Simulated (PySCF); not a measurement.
Bonds broken one at a time in the series C F-H. Isolated molecules, 0 K electronic values unless said otherwise. Strings in code marks are SMILES.

All values below come from B3LYP-D3(BJ)/def2-TZVP in PySCF. B3LYP has the VWN-RPA correlation part, as in Gaussian. 

```csv
species,dipole moment (D)
radical fragment (`F[CH]F`),1.37
whole molecule (`FCF`),[?]
whole molecule (`CF`),1.87
radical fragment (`[CH3]`),0.00
```

Problem. Some entries are withheld; supply them.

Solution. 
- whole molecule (`FCF`), dipole moment (D): 1.93
